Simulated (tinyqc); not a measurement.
Coupled-perturbed Hartree-Fock on RHF in the sto-6g basis, for BH3, spin multiplicity 1, step by step (part 2 of 2). Computed by tinyqc, a small Python program that keeps every step (integrals from PySCF). Command: `OMP_NUM_THREADS=1 python tinyqc.py 28853 28854 out.jsonl` (the two numbers bound the seeds that draw the settings). One thread of a shared host (Intel(R) Xeon(R) Processor @ 2.60GHz), about 0.3 s of CPU time with the checks.

Geometry (angstrom):

| atom | x | y | z |
|---|---|---|---|
| B | 0.000000 | 0.000000 | 0.034000 |
| H | 1.258000 | 0.000000 | 0.000000 |
| H | -0.629000 | 1.089000 | 0.000000 |
| H | -0.629000 | -1.089000 | 0.000000 |

## Iteration 7 (converged): orbitals

converged F (hartree):
```
            1B 1s      1B 2s     1B 2px     1B 2py     1B 2pz      2H 1s      3H 1s      4H 1s
1B 1s   -7.526583  -2.112623   0.000004   0.000000  -0.000596  -0.478447  -0.478874  -0.478874
1B 2s   -2.112623  -1.031943   0.000100   0.000000   0.007628  -0.519680  -0.519926  -0.519926
1B 2px   0.000004   0.000100  -0.171051   0.000000  -0.000006  -0.383341   0.191770   0.191770
1B 2py   0.000000   0.000000   0.000000  -0.171097   0.000000   0.000000  -0.332032   0.332032
1B 2pz  -0.000596   0.007628  -0.000006   0.000000   0.237187   0.007730   0.007736   0.007736
2H 1s   -0.478447  -0.519680  -0.383341   0.000000   0.007730  -0.365117  -0.127030  -0.127030
3H 1s   -0.478874  -0.519926   0.191770  -0.332032   0.007736  -0.127030  -0.365348  -0.127169
4H 1s   -0.478874  -0.519926   0.191770   0.332032   0.007736  -0.127030  -0.127169  -0.365348
```

X:
```
            1B 1s      1B 2s     1B 2px     1B 2py     1B 2pz      2H 1s      3H 1s      4H 1s
1B 1s    1.031625  -0.171090   0.000010   0.000000   0.000896   0.024297   0.024301   0.024301
1B 2s   -0.171090   1.358370  -0.000169   0.000000  -0.009169  -0.305614  -0.305866  -0.305866
1B 2px   0.000010  -0.000169   1.179514   0.000000   0.000005  -0.326695   0.163503   0.163503
1B 2py   0.000000   0.000000   0.000000   1.179542   0.000000   0.000000  -0.283058   0.283058
1B 2pz   0.000896  -0.009169   0.000005   0.000000   1.000254   0.008508   0.008517   0.008517
2H 1s    0.024297  -0.305614  -0.326695   0.000000   0.008508   1.227227  -0.015289  -0.015289
3H 1s    0.024301  -0.305866   0.163503  -0.283058   0.008517  -0.015289   1.227479  -0.015263
4H 1s    0.024301  -0.305866   0.163503   0.283058   0.008517  -0.015289  -0.015263   1.227479
```

Diagonalise F' = X^T F X, C = X C', fill 4 alpha and 4 beta electrons from the bottom; D = 2 C_occ C_occ^T. Each column has its largest component positive (the first on a tie).

F' = X^T F X (hartree):
```
           1          2          3          4          5          6          7          8
1  -7.354758  -1.114267  -0.000003   0.000000   0.000174  -0.059273  -0.059412  -0.059412
2  -1.114267  -0.170981  -0.000105   0.000000  -0.005772  -0.375809  -0.376021  -0.376021
3  -0.000003  -0.000105   0.167233   0.000000   0.000001  -0.460610   0.230444   0.230444
4   0.000000   0.000000   0.000000   0.167216   0.000000   0.000000  -0.399010   0.399010
5   0.000174  -0.005772   0.000001   0.000000   0.237590   0.009561   0.009570   0.009570
6  -0.059273  -0.375809  -0.460610   0.000000   0.009561   0.035349  -0.036480  -0.036480
7  -0.059412  -0.376021   0.230444  -0.399010   0.009570  -0.036480   0.035458  -0.036472
8  -0.059412  -0.376021   0.230444   0.399010   0.009570  -0.036480  -0.036472   0.035458
```

orbital energies (hartree): MO1 -7.528957, MO2 -0.645592, MO3 -0.446721, MO4 -0.446704, MO5 0.237003, MO6 0.611864, MO7 0.685807, MO8 0.685867

coefficients C:
```
              MO1        MO2        MO3        MO4        MO5        MO6        MO7        MO8
1B 1s    0.994388  -0.216619   0.000000  -0.000070  -0.011286  -0.243793   0.000791   0.000000
1B 2s    0.023241   0.576496   0.000000   0.000279   0.052501   1.348839  -0.004650   0.000000
1B 2px  -0.000003  -0.000173   0.000000   0.503463   0.000002   0.003446   1.139281   0.000000
1B 2py   0.000000   0.000000   0.503482   0.000000   0.000000   0.000000   0.000000   1.139329
1B 2pz  -0.000079  -0.004773   0.000000   0.000003   0.998666  -0.058766   0.000191   0.000000
2H 1s   -0.003966   0.280754   0.000000   0.525991  -0.018398  -0.704505  -0.924757   0.000000
3H 1s   -0.003969   0.281013   0.455434  -0.262824  -0.018384  -0.700269   0.465983  -0.803060
4H 1s   -0.003969   0.281013  -0.455434  -0.262824  -0.018384  -0.700269   0.465983   0.803060
```

D after iteration 7:
```
            1B 1s      1B 2s     1B 2px     1B 2py     1B 2pz      2H 1s      3H 1s      4H 1s
1B 1s    2.071463  -0.203540  -0.000001   0.000000   0.001910  -0.129595  -0.129601  -0.129601
1B 2s   -0.203540   0.665776   0.000081   0.000000  -0.005507   0.323816   0.323675   0.323675
1B 2px  -0.000001   0.000081   0.506950   0.000000   0.000004   0.529537  -0.264742  -0.264742
1B 2py   0.000000   0.000000   0.000000   0.506988   0.000000   0.000000   0.458605  -0.458605
1B 2pz   0.001910  -0.005507   0.000004   0.000000   0.000046  -0.002677  -0.002683  -0.002683
2H 1s   -0.129595   0.323816   0.529537   0.000000  -0.002677   0.711010  -0.118664  -0.118664
3H 1s   -0.129601   0.323675  -0.264742   0.458605  -0.002683  -0.118664   0.710962  -0.118718
4H 1s   -0.129601   0.323675  -0.264742  -0.458605  -0.002683  -0.118664  -0.118718   0.710962
```

## Convergence

Stop when the energy changes by less than 1e-10 hartree and every element of the error matrix X^T (F D S - S D F) X is below 3e-06.

Course of the cycle:

| iteration | E (hartree) | change | largest element of the error matrix |
|---|---|---|---|
| 1 | -26.15685561 | - | 3.13e-01 |
| 2 | -26.30948559 | -1.53e-01 | 4.50e-02 |
| 3 | -26.31208394 | -2.60e-03 | 6.45e-03 |
| 4 | -26.31222277 | -1.39e-04 | 1.30e-03 |
| 5 | -26.31222681 | -4.03e-06 | 2.20e-05 |
| 6 | -26.31222681 | -1.02e-09 | 1.39e-06 |
| 7 | -26.31222681 | -2.47e-12 | 3.73e-08 |

PySCF RHF in the same basis = -26.31222681 hartree

Converged in 7 iterations.

## Integrals over molecular orbitals

core Hamiltonian H = T + V (hartree):
```
             1B 1s      1B 2s     1B 2px     1B 2py     1B 2pz      2H 1s      3H 1s      4H 1s
1B 1s   -13.706232  -3.412296   0.000017   0.000000   0.001417  -0.768509  -0.769204  -0.769204
1B 2s    -3.412296  -4.602954   0.000116   0.000000   0.012117  -1.827346  -1.828370  -1.828370
1B 2px    0.000017   0.000116  -3.906946   0.000000  -0.000004  -1.691196   0.846239   0.846239
1B 2py    0.000000   0.000000   0.000000  -3.906942   0.000000   0.000000  -1.465062   1.465062
1B 2pz    0.001417   0.012117  -0.000004   0.000000  -3.742926   0.047975   0.048010   0.048010
2H 1s    -0.768509  -1.827346  -1.691196   0.000000   0.047975  -3.036381  -0.380730  -0.380730
3H 1s    -0.769204  -1.828370   0.846239  -1.465062   0.048010  -0.380730  -3.037079  -0.381162
4H 1s    -0.769204  -1.828370   0.846239   1.465062   0.048010  -0.380730  -0.381162  -3.037079
```

Given earlier and not repeated: Two-electron integrals (ij|kl) in chemists' order.

(pq|rs) = sum C_ip C_jq C_kr C_ls (ij|kl), one index at a time.

one-electron integrals over orbitals h = C^T H C (hartree):
```
            1          2          3          4          5          6          7          8
1  -13.693998   0.294752   0.000000   0.000106   0.017109   0.315351  -0.001011   0.000000
2    0.294752  -3.716126   0.000000   0.000110  -0.012653  -0.635851   0.002268   0.000000
3    0.000000   0.000000  -3.435934   0.000000   0.000000   0.000000   0.000000  -0.634072
4    0.000106   0.000110   0.000000  -3.435707  -0.000016  -0.002325  -0.634242   0.000000
5    0.017109  -0.012653   0.000000  -0.000016  -3.741612   0.029205  -0.000085   0.000000
6    0.315351  -0.635851   0.000000  -0.002325   0.029205  -2.967047  -0.000548   0.000000
7   -0.001011   0.002268   0.000000  -0.634242  -0.000085  -0.000548  -3.135315   0.000000
8    0.000000   0.000000  -0.634072   0.000000   0.000000   0.000000   0.000000  -3.135286
```

Two-electron integrals over orbitals (pq|rs), unique and non-zero (hartree):
```
(11|11) 2.899337    (21|11) -0.249737   (21|21) 0.034254    (22|11) 0.595944
(22|21) -0.008393   (22|22) 0.435022    (31|31) 0.007243    (32|31) 0.012023
(32|32) 0.118946    (33|11) 0.530666    (33|21) -0.003144   (33|22) 0.428980
(33|33) 0.481647    (41|11) -0.000083   (41|21) 0.000009    (41|22) -0.000013
(41|33) -0.003763   (41|41) 0.007242    (42|11) -0.000006   (42|21) -0.000007
(42|22) -0.000105   (42|33) -0.063986   (42|41) 0.012019    (42|42) 0.118861
(43|31) -0.003757   (43|32) -0.063957   (43|43) 0.049701    (44|11) 0.530612
(44|21) -0.003147   (44|22) 0.428862    (44|33) 0.382082    (44|41) 0.003766
(44|42) 0.064031    (44|44) 0.481695    (51|11) -0.013321   (51|21) 0.001704
(51|22) -0.001000   (51|33) -0.000485   (51|41) 7.23e-07    (51|42) 9.31e-08
(51|44) -0.000485   (51|51) 0.022213    (52|11) 0.007520    (52|21) -0.000542
(52|22) -0.000797   (52|33) -0.000694   (52|41) -1.09e-07   (52|42) 4.22e-07
(52|44) -0.000694   (52|51) 0.020827    (52|52) 0.068254    (53|31) 0.000194
(53|32) -0.001445   (53|43) 0.001435    (53|53) 0.016919    (54|11) 0.000006
(54|21) -3.26e-07   (54|22) 1.80e-06    (54|33) 0.001436    (54|41) 0.000194
(54|42) -0.001446   (54|44) -0.001437   (54|51) 0.000007    (54|52) 0.000016
(54|54) 0.016916    (55|11) 0.742828    (55|21) -0.009196   (55|22) 0.457768
(55|33) 0.425448    (55|41) -2.80e-06   (55|42) -0.000007   (55|44) 0.425415
(55|51) 0.001709    (55|52) 0.009212    (55|54) 0.000006    (55|55) 0.587246
(61|11) -0.287328   (61|21) 0.040479    (61|22) -0.009097   (61|33) -0.003208
(61|41) 0.000053    (61|42) 0.000057    (61|44) -0.003175   (61|51) 0.001004
(61|52) -0.001502   (61|54) 5.65e-07    (61|55) -0.007918   (61|61) 0.048032
(62|11) 0.227769    (62|21) -0.009905   (62|22) 0.045080    (62|33) 0.022269
(62|41) 0.000021    (62|42) 0.000016    (62|44) 0.022135    (62|51) -0.001465
(62|52) -0.000259   (62|54) 0.000007    (62|55) 0.111803    (62|61) -0.010502
(62|62) 0.073055    (63|31) 0.003494    (63|32) -0.043304   (63|43) 0.041390
(63|53) 0.001657    (63|63) 0.060610    (64|11) 0.000753    (64|21) -0.000020
(64|22) 0.000211    (64|33) 0.041670    (64|41) 0.003476    (64|42) -0.043600
(64|44) -0.041485   (64|51) -4.37e-07   (64|52) 0.000012    (64|54) 0.001666
(64|55) 0.000377    (64|61) 5.30e-07    (64|62) 0.000383    (64|64) 0.061015
(65|11) -0.006389   (65|21) -0.000241   (65|22) -0.003327   (65|33) -0.001435
(65|41) 2.16e-06    (65|42) 0.000016    (65|44) -0.001418   (65|51) 0.023040
(65|52) 0.064133    (65|54) 0.000075    (65|55) 0.000385    (65|61) -0.001369
(65|62) -0.005826   (65|64) -0.000015   (65|65) 0.065937    (66|11) 0.621763
(66|21) -0.012257   (66|22) 0.431126    (66|33) 0.428597    (66|41) 0.000075
(66|42) 0.000675    (66|44) 0.429325    (66|51) -0.003020   (66|52) -0.006010
(66|54) -0.000014   (66|55) 0.453259    (66|61) -0.013034   (66|62) 0.030350
(66|64) -0.000187   (66|65) -0.007716   (66|66) 0.448011    (71|11) 0.000938
(71|21) -0.000137   (71|22) 0.000013    (71|33) -0.005101   (71|41) 0.012838
(71|42) 0.018634    (71|44) 0.005131    (71|51) -3.34e-06   (71|52) 4.66e-06
(71|54) 0.000373    (71|55) 0.000025    (71|61) -0.000086   (71|62) 0.000075
(71|64) 0.006250    (71|65) 0.000008    (71|66) 0.000170    (71|71) 0.022946
(72|11) -0.000807   (72|21) 0.000031    (72|22) -0.000161   (72|33) 0.023713
(72|41) 0.007779    (72|42) -0.002195   (72|44) -0.023877   (72|51) 4.59e-06
(72|52) -1.45e-06   (72|54) 0.002123    (72|55) -0.000392   (72|61) 0.000077
(72|62) -0.000116   (72|64) 0.046391    (72|65) 0.000020    (72|66) -0.000155
(72|71) 0.013116    (72|72) 0.048947    (73|31) 0.002779    (73|32) 0.049465
(73|43) -0.023972   (73|53) -0.001182   (73|63) -0.030980   (73|73) 0.035000
(74|11) 0.206597    (74|21) -0.005042   (74|22) 0.048317    (74|33) 0.052865
(74|41) -0.002799   (74|42) -0.049164   (74|44) 0.005356    (74|51) 0.000012
(74|52) 0.003645    (74|54) 0.001175    (74|55) 0.101047    (74|61) -0.004894
(74|62) 0.070062    (74|64) 0.031094    (74|65) -0.001704   (74|66) 0.028577
(74|71) -0.004695   (74|72) 0.009824    (74|74) 0.105996    (75|11) 0.000018
(75|21) 5.45e-07    (75|22) 0.000006    (75|33) -0.002376   (75|41) 0.000675
(75|42) 0.004808    (75|44) 0.002388    (75|51) -0.000076   (75|52) -0.000215
(75|54) 0.016187    (75|55) -3.21e-06   (75|61) 0.000008    (75|62) 0.000021
(75|64) -0.001946   (75|65) -0.000149   (75|66) 0.000052    (75|71) 0.001131
(75|72) 0.000599    (75|74) -0.002007   (75|75) 0.020558    (76|11) 0.000121
(76|21) 0.000007    (76|22) -0.000040   (76|33) -0.058339   (76|41) 0.012612
(76|42) 0.107812    (76|44) 0.058488    (76|51) 0.000009    (76|52) 0.000024
(76|54) -0.001881   (76|55) 0.000040    (76|61) 0.000079    (76|62) 0.000051
(76|64) -0.046070   (76|65) 0.000036    (76|66) 0.000718    (76|71) 0.020360
(76|72) -0.007161   (76|74) -0.051010   (76|75) 0.004239    (76|76) 0.110732
(77|11) 0.674962    (77|21) -0.009017   (77|22) 0.449928    (77|33) 0.412939
(77|41) -0.000700   (77|42) 0.028664    (77|44) 0.479177    (77|51) -0.000374
(77|52) 0.001571    (77|54) -0.001382   (77|55) 0.473018    (77|61) -0.008919
(77|62) 0.049557    (77|64) -0.036526   (77|65) -0.001077   (77|66) 0.456985
(77|71) -0.001988   (77|72) -0.029984   (77|74) 0.045782    (77|75) 0.000877
(77|76) 0.029488    (77|77) 0.519483    (81|31) 0.012839    (81|32) 0.018638
(81|43) -0.005102   (81|53) 0.000374    (81|63) 0.006280    (81|73) 0.004677
(81|81) 0.022945    (82|31) 0.007777    (82|32) -0.002254   (82|43) 0.023816
(82|53) 0.002124    (82|63) 0.046349    (82|73) -0.010372   (82|81) 0.013111
(82|82) 0.048959    (83|11) 0.206569    (83|21) -0.005045   (83|22) 0.048220
(83|33) 0.005252    (83|41) 0.002790    (83|42) 0.049326    (83|44) 0.052996
(83|51) 0.000012    (83|52) 0.003645    (83|54) -0.001175   (83|55) 0.101024
(83|61) -0.004865   (83|62) 0.070017    (83|64) -0.030744   (83|65) -0.001690
(83|66) 0.029214    (83|71) 0.004716    (83|72) -0.010445   (83|74) 0.039960
(83|75) 0.002024    (83|76) 0.051335    (83|77) 0.067264    (83|83) 0.106188
(84|31) 0.002794    (84|32) 0.049331    (84|43) -0.023835   (84|53) -0.001175
(84|63) -0.030779   (84|73) 0.031612    (84|81) 0.004704    (84|82) -0.010207
(84|84) 0.034796    (85|31) 0.000675    (85|32) 0.004809    (85|43) -0.002377
(85|53) 0.016187    (85|63) -0.001931   (85|73) 0.002024    (85|81) 0.001131
(85|82) 0.000598    (85|84) 0.002019    (85|85) 0.020556    (86|31) 0.012617
(86|32) 0.107659    (86|43) -0.058117   (86|53) -0.001870   (86|63) -0.045496
(86|73) 0.051317    (86|81) 0.020371    (86|82) -0.007010   (86|84) 0.051174
(86|85) 0.004233    (86|86) 0.110340    (87|31) 0.000576    (87|32) -0.029735
(87|43) 0.033671    (87|53) 0.001401    (87|63) 0.037106    (87|73) -0.011418
(87|81) 0.001822    (87|82) 0.029892    (87|84) -0.011288   (87|85) -0.000914
(87|86) -0.030255   (87|87) 0.034581    (88|11) 0.674964    (88|21) -0.009017
(88|22) 0.449974    (88|33) 0.479560    (88|41) 0.000614    (88|42) -0.029383
(88|44) 0.412523    (88|51) -0.000374   (88|52) 0.001570    (88|54) 0.001397
(88|55) 0.473026    (88|61) -0.008907   (88|62) 0.049725    (88|64) 0.037241
(88|65) -0.001084   (88|66) 0.456605    (88|71) 0.001915    (88|72) 0.029681
(88|74) 0.067509    (88|75) -0.000898   (88|76) -0.030051   (88|77) 0.451291
(88|83) 0.045328    (88|88) 0.519877
```

## Response to a field: uncoupled start

dipole integrals <a|z|i> (bohr):
```
           i1         i2        i3        i4
a5   0.116534   0.812235  0.000000  0.000292
a6  -0.005765  -0.004522  0.000000  0.000125
a7   0.000018  -0.000009  0.000000  0.039539
a8   0.000000   0.000000  0.039541  0.000000
```

Field along z; U_ai = -mu_ai / (e_a - e_i), alpha = -4 sum U_ai mu_ai.

uncoupled U:
```
           i1         i2         i3         i4
a5  -0.015006  -0.920281   0.000000  -0.000427
a6   0.000708   0.003596   0.000000  -0.000118
a7  -0.000002   0.000007   0.000000  -0.034912
a8   0.000000   0.000000  -0.034912   0.000000
```

uncoupled polarisability = 3.008058 bohr^3

## Coupled step 1

U_ai = -(mu_ai + sum_bj [4 (ai|bj) - (ab|ij) - (aj|bi)] U_bj) / (e_a - e_i); alpha = -4 sum U_ai mu_ai.

U after step 1:
```
           i1         i2         i3         i4
a5  -0.007826  -1.182273   0.000000  -0.000585
a6  -0.000040   0.013030   0.000000  -0.000100
a7   0.000000  -0.000020   0.000000  -0.031138
a8   0.000000   0.000000  -0.031138   0.000000
```

polarisability = 3.854867 bohr^3

## Coupled step 2

As before.

U after step 2:
```
           i1         i2         i3         i4
a5  -0.004776  -1.258055   0.000000  -0.000650
a6  -0.000173   0.014407   0.000000  -0.000096
a7   0.000001  -0.000024   0.000000  -0.030216
a8   0.000000   0.000000  -0.030216   0.000000
```

polarisability = 4.099388 bohr^3

## Coupled polarisability

Repeat until U stops changing; compare with -d2E/dF2.

Course of the coupled iterations:

| step | alpha (bohr^3) |
|---|---|
| 0 | 3.008058 |
| 1 | 3.854867 |
| 2 | 4.099388 |
| 3 | 4.170261 |
| 4 | 4.190843 |
| 5 | 4.196823 |
| 6 | 4.198562 |
| 7 | 4.199067 |
| 8 | 4.199214 |
| 9 | 4.199257 |
| 10 | 4.199269 |
| 11 | 4.199273 |
| 12 | 4.199274 |
| 13 | 4.199274 |
| 14 | 4.199274 |
| 15 | 4.199274 |
| 16 | 4.199274 |

coupled polarisability = 4.199274 bohr^3

finite-field check, fields of +/-0.001 au = 4.199269 bohr^3
